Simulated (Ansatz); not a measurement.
# How far each method lies from RCCSDTQ for PH4, doublet

Geometry: a point of a stretch scan, not a stationary point.

```xyz
5

P     0.0445    0.0000    0.0154
H     0.2012    0.0000   -2.0327
H    -0.8638    1.0782    0.0154
H    -0.8638   -1.0782    0.0154
H     0.1604    0.0000    1.5300
```

Basis cc-pVDZ; Ansatz 0.2.0. Correlated methods freeze the noble-gas cores, which leaves 9 electrons in 33 orbitals. Prefix R: restricted or restricted open-shell reference; prefix U: unrestricted. Active spaces: pair = (3e, 3o) about the gap; valence = (9e, 8o) chosen from the atoms' valence shells.

Full CI isn't at hand for all of this; RCCSDTQ serves as the reference, and is uncertain by the last step of the cluster series or more. The frozen core follows each run's orbitals, which can shift R against U totals by a few meV.

For open shells CISD is restricted-active-space CI with the open shells as a complete middle space.

- UHF ⟨S²⟩: 0.792
- T1 diagnostic (RCCSD): 0.0340
- largest doubles amplitude (RCCSD): 0.051
- T1 diagnostic (UCCSD): 0.0178

| level | E − E(RHF) (eV) |
| --- | --- |
| UHF | -0.1541 |
| RMP2 | -3.9053 |
| UMP2 | -3.9270 |
| RCCSD | -4.8017 |
| UCCSD | -4.8059 |
| RCCSD(T) | -4.9184 |
| UCCSD(T) | -4.9195 |

Question: Estimate how far RCCSDTQ in cc-pVDZ lies from RCCSD(T). The table doesn't fix it; the size of (T) and the diagnostics are the guide.

Answer: RCCSDTQ in cc-pVDZ lies 0.68 kcal/mol below RCCSD(T), which is 25 % of the (T) step (-2.69 kcal/mol). T1 is raised, and the rest is a large part of (T).

The other levels:

| level | E − E(RCCSDTQ) (kcal/mol) | share of correlation (%) | wall time |
| --- | --- | --- | --- |
| CISD | 10.07 | 91.18 | 0.7 s |
| BCCD(T) | 0.64 | 99.44 | 0.91 s |
| RCCSDT | 0.14 | 99.88 | – |
| UCCSDT | 0.13 | 99.89 | – |
| RCCSDT(Q) | 0.02 | 99.98 | 9.5 s |
| UCCSDT(Q) | 0.01 | 99.99 | 8.5 s |
| CASSCF (pair space) | 102.98 | 9.75 | – |
| NEVPT2 (pair space) | 22.48 | 80.30 | 0.36 s |
| MRCISD (pair space) | 8.39 | 92.64 | – |
| MRCISD+Q (pair space) | 0.52 | 99.54 | 0.61 s |
| CASSCF (valence space) | 78.91 | 30.84 | – |
| NEVPT2 (valence space) | 18.86 | 83.47 | 1.6 s |
| MRCISD (valence space) | 4.40 | 96.14 | – |
| MRCISD+Q (valence space) | 0.06 | 99.95 | 2.3 s |

The correlation energy at RCCSDTQ, counted from RHF, is -4.948 eV. That run took 17 s on 2 threads of AMD EPYC 7R13 with a shared H100 80 GB, shared host.

Times hold each run's SCF and search for its determinant on a shared host, so for small cases they say little of a method's own cost; they ran on 1 thread of AMD EPYC 7R13.

Natural occupations of CASSCF (valence space) about the gap: 1.991 1.975 1.974 1.963 1.002 0.045 0.028 0.023; effectively unpaired electrons, Σ n²(2−n)², 1.02.
